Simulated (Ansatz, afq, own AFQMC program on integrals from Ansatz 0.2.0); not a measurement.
C₂H₆GeO₂, singlet: energetics from AFQMC and coupled cluster

```yaml
atoms:
  - { symbol: C, position_ang: [-0.0906, -1.5870, 1.2232] }
  - { symbol: C, position_ang: [-0.2967, -0.5747, 0.1348] }
  - { symbol: O, position_ang: [-1.1254, -0.6608, -0.7425] }
  - { symbol: O, position_ang: [0.5349, 0.4590, 0.2176] }
  - { symbol: Ge, position_ang: [0.2926, 1.7083, -1.1125] }
  - { symbol: H, position_ang: [-0.7999, -2.4135, 1.1057] }
  - { symbol: H, position_ang: [0.9422, -1.9634, 1.1867] }
  - { symbol: H, position_ang: [-0.2238, -1.1073, 2.2039] }
  - { symbol: H, position_ang: [-1.1156, 2.2973, -0.9935] }
  - { symbol: H, position_ang: [1.3734, 2.7303, -0.7349] }
  - { symbol: H, position_ang: [0.5741, 1.0547, -2.4681] }
```

Geometry: a PBE0/def2-SVP stationary point, not shown to be a minimum. Basis def2-SVP. Noble-gas cores (and the filled d shells of Ga–Kr and In–Xe) are frozen. Ansatz 0.2.0 and our own AFQMC program on the same integrals; the CISD trial comes from CCSD amplitudes, and released means the phaseless constraint is let go. Uncertainties: one standard error, sampling alone. No spin–orbit coupling.

Best estimates are CCSD(T) at the basis-set limit (def2-TZVPP/QZVPP) plus the step from CCSD(T) to the highest rung at hand in def2-SVP, named in the table (released AFQMC can keep some 10 meV of bias). Fragments are relaxed and keep their bonds. No zero-point, core-correlation or spin–orbit terms, no scalar relativity below Rb. Where CCSD(T) in the larger sets was too dear, only MP2 was extrapolated. Other levels are in def2-SVP, the functionals in def2-TZVP; a dash marks a level that is missing or breaks spin symmetry for a member.

Cautions: inner d shell frozen; no relativity below Rb; no spin-orbit coupling; C₂H₆GeO₂ (singlet): the released value is read at 0.60 1/Eh with a noise of 16 meV, more than in the cases checked (meV from the phaseless value at times in 1/Eh: -16 ± 15 at 0.20, -18 ± 15 at 0.40, -16 ± 16 at 0.60); C₂H₅GeO₂ (doublet): the released value is read at 0.60 1/Eh with a noise of 22 meV, more than in the cases checked (meV from the phaseless value at times in 1/Eh: -26 ± 14 at 0.20, -41 ± 18 at 0.40, -27 ± 22 at 0.60).

```json
{"process": "Ge5–H9 → C2H5GeO2 (doublet) + H (doublet)", "best estimate (eV)": "3.93 ± 0.03", "highest rung": "released AFQMC"}
{"process": "to free atoms", "best estimate (eV)": "43.10 ± 0.02", "highest rung": "released AFQMC"}
```

Errors against the best estimates in eV, the processes numbered in the order above:

| level | error, 1 | error, 2 |
| --- | --- | --- |
| MP2 | -0.27 | -1.58 |
| CCSD(T) | -0.15 | -2.21 |
| ph-AFQMC/CISD | -0.15 ± 0.02 | -2.16 ± 0.01 |
| CCSD(T)/CBS | 0.01 | -0.06 |
| PBE | -0.27 | 0.70 |
| r2SCAN | -0.18 | 0.08 |
| PBE0 | -0.19 | -0.32 |
| B3LYP | -0.12 | -0.56 |
| wB97M-V | -0.07 | -0.07 |
| B2PLYP | -0.13 | -0.70 |

Cost at the first geometry (cards were shared with other jobs): PBE0/def2-SVP, 7.5 s on 1 thread of AMD EPYC 7R13 Processor (Zen 3) (shared host); RCCSD(T)/def2-SVP, 8.5 s on 1 × NVIDIA H100 80GB HBM3 with 1 thread of AMD EPYC 7R13 Processor (Zen 3), on a shared host; ph-AFQMC/CISD with release, 6.2 min on 1 × NVIDIA H100 80GB HBM3 with 2 threads of AMD EPYC 7R13 Processor (Zen 3) (shared host).

Best estimates are given only where the step beyond CCSD(T) is under 0.3 eV and no member's determinant is very poor (T1 over 0.05, or 0.07 for open shells, ⟨S²⟩ too high by 0.3, two states mixed), so the hardest cases are missing from such tables.

The functionals ran in a triple-zeta set and keep a basis error of their own, a few kJ/mol for each bond in atomization energies and more for double hybrids, so close places among them and the extrapolated levels can swap.

Each member of a difference takes its own highest rung, so a best estimate needn't equal the limit plus the step of one row. Released energies are given only where the last usable release times agree within the noise; a slower fall can still hide under it.
